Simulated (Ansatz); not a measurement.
Which is lower?

Two relaxed structures of B₂SiH₄, singlet (PBE0-D4/def2-TZVP; forces vanish, vibrations not checked).

A:

| atom | x (Å) | y (Å) | z (Å) |
| --- | --- | --- | --- |
| B1 | -0.4891 | -0.6295 | -0.5160 |
| Si2 | -0.3771 | 1.2005 | -0.2678 |
| B3 | 0.7345 | 0.0044 | 0.6020 |
| H4 | -0.9720 | -1.6287 | -0.9421 |
| H5 | -1.1961 | 2.4082 | -0.0561 |
| H6 | 1.5731 | -0.3105 | 1.3836 |
| H7 | 0.7269 | -1.0444 | -0.2035 |

B:

```json
{"atom": "B1", "x (Å)": "-0.4132", "y (Å)": "1.0665", "z (Å)": "-0.0380"}
{"atom": "Si2", "x (Å)": "-0.7116", "y (Å)": "-0.6098", "z (Å)": "-0.6963"}
{"atom": "B3", "x (Å)": "0.7006", "y (Å)": "0.0383", "z (Å)": "0.5186"}
{"atom": "H4", "x (Å)": "-0.9786", "y (Å)": "-1.9673", "z (Å)": "-1.2479"}
{"atom": "H5", "x (Å)": "-0.7782", "y (Å)": "2.1885", "z (Å)": "-0.0169"}
{"atom": "H6", "x (Å)": "1.6602", "y (Å)": "0.0153", "z (Å)": "1.2227"}
{"atom": "H7", "x (Å)": "0.6073", "y (Å)": "-1.1916", "z (Å)": "0.1283"}
```

Computed with Ansatz 0.2.0 (basis: def2-TZVPP); correlated methods freeze the cores. B3LYP uses VWN-RPA correlation.

Problem. Which structure is lower at CCSD(T), and by how much? (Judge from chemistry; the value comes from the calculation.)

Solution. By the calculation: B, by 0.204 eV (electronic energy, against the other). By their contacts, A is B₂SiH₄ ([H]1[BH]2[SiH][BH]12) and B is B₂SiH₄ ([H]1[BH]2[BH][SiH]12).

All methods give the same order:

```csv
method,E(B) − E(A) (eV)
PBE-D4,-0.212
r2SCAN-D4,-0.226
PBE0-D4,-0.196
B3LYP-D4,-0.215
wB97M-V,-0.228
HF,-0.194
MP2,-0.215
CCSD,-0.200
CCSD(T),-0.204
```

T1 diagnostic: at most 0.016.

Labels in which every atom is bracketed show which atoms are joined, not bond orders.

For scale, one of the runs: CCSD(T)/def2-TZVPP, 160 basis functions, launched by `ansatz run in.yaml --threads 2 --pin off --events-out ev --progress --plain --max-ram 4352MiB`. The run took 12 s on 2 CPU threads of an Arm Neoverse V2 (shared host), with 1.1 GiB of host memory at its peak.
